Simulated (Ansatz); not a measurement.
# SiNHO (quintet): wave-function methods side by side, def2-TZVPP

An exercise on one series of results from a longer session: the logs are not shown, and one member is left open.

Method: def2-TZVPP, core rule «outside noble gas», up to 7 orbitals frozen; program: Ansatz 0.2.0, Gaussian basis.

Plan: UHF; ROHF; CCSD(T) on UHF.

2 further runs of the same task are left out: 2 set aside as unsound or not needed.

**What is computed**

The geometry is a PBE0/def2-TZVP stationary point (not a proven minimum) of the parent state, kept for this charge and spin.

4 atoms, charge 0, spin multiplicity 5.

Atoms are counted from 1 here; the program's logs count them from 0.

Bond lengths: O1–N2 1.272 Å, N2–Si3 1.774 Å, N2–H4 1.026 Å. Angles: O1–N2–Si3 124.5°, O1–N2–H4 113.3°, Si3–N2–H4 122.2°.

Coordinates:

```csv
atom,x (Å),y (Å),z (Å)
O1,0.00000,-0.33747,1.53017
N2,0.00000,0.44742,0.52903
Si3,0.00000,-0.08256,-1.16393
H4,0.00000,1.43971,0.79136
```

The first run:

File in.yaml:

```yaml
crystal:
  periodic: [false, false, false]
  atoms:
    - {symbol: O, position_ang: [0.000000, -0.337465, 1.530169]}
    - {symbol: N, position_ang: [0.000000, 0.447419, 0.529033]}
    - {symbol: Si, position_ang: [0.000000, -0.082561, -1.163926]}
    - {symbol: H, position_ang: [0.000000, 1.439714, 0.791361]}
basis:
  gaussian: {orbitals: def2-TZVPP}
magnetization: {spin_polarized: true, initial_magnetization: 4}
hamiltonian: {xc: hf}
output: {orbitals: {seedname: orbitals}}
```

Run with:

```console
$ ansatz run in.yaml --threads 1 --pin off --events-out ev --progress --plain --max-ram 4096MiB --backend cpu
```

Among the steps run: UHF; ROHF; CCSD(T) on UHF.

One table of the session follows, with a row left open; its other results are not shown here.

| method | from UCCSD(T) (kJ/mol) |
| --- | --- |
| ROHF | +1346.2 |
| UHF | ? |
| UMP2 | +129.0 |
| UCCSD | +59.1 |
| UCCSD(T) | 0 |

**Question.** Estimate the row for UHF.

**Answer.** from UCCSD(T) (kJ/mol): +1319.8. In the column «from UCCSD(T) (kJ/mol)» it lies between UMP2 (+129.0) and ROHF (+1346.2).
